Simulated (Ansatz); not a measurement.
A run for Ansatz (an electronic-structure program): U-PBE/cc-pVTZ on ethylamine (SMILES CCN), a point of a bond scan (R = 2.201 Å).

Ansatz 0.2 input:
```yaml
crystal:
  periodic: [false, false, false]
  atoms:
    - {symbol: C, position_ang: [1.18612906, 0.44302756, 0.02367077]}
    - {symbol: C, position_ang: [0.04500471, -0.55351665, -0.10923757]}
    - {symbol: N, position_ang: [-1.24594693, 0.13053905, -0.00235327]}
    - {symbol: H, position_ang: [2.15252555, -0.05152541, -0.09038783]}
    - {symbol: H, position_ang: [1.10043350, 1.22491245, -0.73222663]}
    - {symbol: H, position_ang: [1.17238740, 0.92208442, 1.00657057]}
    - {symbol: H, position_ang: [0.30905061, -2.15830469, 1.37348063]}
    - {symbol: H, position_ang: [0.08743463, -1.02649974, -1.09379181]}
    - {symbol: H, position_ang: [-2.01243122, -0.52425249, -0.10366542]}
    - {symbol: H, position_ang: [-1.34255151, 0.56035274, 0.91125319]}
basis:
  gaussian:
    orbitals: cc-pVTZ
hamiltonian:
  xc: {name: PBE}
magnetization: {spin_polarized: true, initial_magnetization: 0}
```

Program output:

```
Functional definition: PBE
[...]
integrals: 0.07 GiB planned
923 factors; their error is unknown
mean field: 0.82 GiB planned
mean field evaluation 1: about -3652.7192 eV, gradient 6.0e1 eV
mean field evaluation 2: about -3599.5358 eV, gradient 1.1e2 eV
mean field evaluation 4: about -3668.1791 eV, gradient 2.3e1 eV
mean field evaluation 8: about -3671.3149 eV, gradient 2.0e-1 eV
mean field evaluation 16: about -3671.2942 eV, gradient 4.7e-3 eV
mean field evaluation 32: about -3670.6950 eV, gradient 4.1e0 eV
mean field -3671.29418675 eV, -134.9175728706 hartree, gradient 6.9e-6 eV, S^2 0.000000; 1 other end points of the search recorded, 0 dependent functions left out
reference -3671.29422346 eV, -134.9175742196 hartree; 13, 13 occupied and 175, 175 virtual orbitals, 923 factors
Total energy: -3671.29422346 eV, -134.9175742196 hartree
```

Self-consistency was reached.

Cost: around 9 core-seconds (rough).
